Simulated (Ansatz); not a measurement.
# AlH3+ (doublet): from Hartree-Fock to the top rungs at a displaced geometry (v1), cc-pVTZ

The task here is to estimate one member of a computed series from the others.

Method: cc-pVTZ, core rule «outside noble gas», up to 5 orbitals frozen; program: Ansatz 0.2.0, Gaussian basis.

The runs, in order: UHF; CCSD(T) on ROHF; CCSD(T) on UHF; BCCD(T) on ROHF; CCSDT(Q) on ROHF; CCSDT(Q) on UHF.

18 further runs of the same task are left out: 9 for a known fault of the program, 5 that didn't finish, 4 set aside as unsound or not needed.

### The geometry

The geometry is a PBE0/def2-TZVP stationary point (not a proven minimum) with its atoms shifted at random (size 0.040 Å).

4 atoms, charge 1, spin multiplicity 2.

Atoms are counted from 1 here; the program's logs count them from 0.

Bond lengths: Al1–H2 1.570 Å, Al1–H3 1.513 Å. Angles: H2–Al1–H3 166.2°.

The first run:

File in.yaml:

```yaml
crystal:
  periodic: [false, false, false]
  atoms:
    - {symbol: Al, position_ang: [0.000314, 0.056895, 0.002986]}
    - {symbol: H, position_ang: [-0.000519, 0.209794, -1.559365]}
    - {symbol: H, position_ang: [0.047445, 0.269106, 1.500417]}
    - {symbol: H, position_ang: [-0.055332, -2.001924, -0.020978]}
basis:
  gaussian: {orbitals: cc-pVTZ}
total_charge: 1
magnetization: {spin_polarized: true, initial_magnetization: 1}
hamiltonian: {xc: hf}
output: {orbitals: {seedname: orbitals}}
```

Launch:

```console
ansatz run in.yaml --threads 1 --pin off --events-out ev --progress --plain --max-ram 2393MiB
```

Steps of the session up to this table: UHF; CCSD(T) on ROHF; CCSD(T) on UHF; BCCD(T) on ROHF; CCSDT(Q) on ROHF; CCSDT(Q) on UHF.

One of the session's tables, all rows but one given; the rest of the session is left out.

```
   method  from UCCSDT(Q) (kJ/mol)
     ROHF                        ?
      UHF                   +218.7
     RMP2                    +51.8
     UMP2                    +51.2
    RCCSD                     +3.7
    UCCSD                     +3.7
 RCCSD(T)                     +1.0
 UCCSD(T)                     +1.0
  BCCD(T)                     +1.0
   RCCSDT                     +0.1
   UCCSDT                     +0.1
RCCSDT(Q)                      0.0
UCCSDT(Q)                        0
```

**Question.** Estimate the row for ROHF.

As computed: from UCCSDT(Q) (kJ/mol): +220.2. In the column «from UCCSDT(Q) (kJ/mol)» it is the highest.

Caveats from the session: Restricted and unrestricted rows rest on different reference determinants; where their highest levels disagree by more than a few hundredths of an eV, they describe different states and don't form one ladder.
